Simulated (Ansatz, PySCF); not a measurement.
**Rock-salt MgS: properties by level of theory**

Reference values: lattice constant a 5.188 Å (measured, corrected for zero-point motion; as tabulated in Goldzak et al. (2022), arXiv:2208.04865); cohesive energy 4.04 eV/atom (measured, corrected for zero-point motion; as tabulated in Goldzak et al. (2022), arXiv:2208.04865).

```
level (code)        lattice constant a (Å)  cohesive energy (eV/atom)
------------------  ----------------------  -------------------------
RPBE (Ansatz)                        5.280                       3.43
rVV10 (Ansatz)                       5.239                          ?
r²SCAN-D4 (Ansatz)                   5.183                       4.12
r²SCAN0 (Ansatz)                     5.185                       3.95
MP2 (PySCF)                          5.179                       4.37
CCSD(T) (PySCF)                      5.205                          ?
```

Question: Complete the blanks.

Answer: 
- rVV10 (Ansatz, a program for electronic structure), cohesive energy (eV/atom): 3.81
- CCSD(T) (PySCF), cohesive energy (eV/atom): 4.10

Differences from the reference values (errors of the level alone only where the reference is corrected to a static lattice):

```
level      lattice constant a (%)  cohesive energy (eV/atom)
---------  ----------------------  -------------------------
RPBE                        +1.77                      -0.61
rVV10                       +0.98                      -0.23
r²SCAN-D4                   -0.10                      +0.08
r²SCAN0                     -0.06                      -0.09
MP2                         -0.17                      +0.33
CCSD(T)                     +0.33                      +0.06
```

Nearest: lattice constant a, not ranked (one source); cohesive energy, CCSD(T) or r²SCAN-D4 or r²SCAN0.

Ansatz's density-functional and Hartree–Fock values are scalar-relativistic unless marked +SOC, with PAW data made under PBE.

Differences are worked out from the printed values.

Free atoms are spin-polarised, in the lowest state found; at levels without +SOC their spin–orbit coupling is left out.

Computed values are for the static lattice.
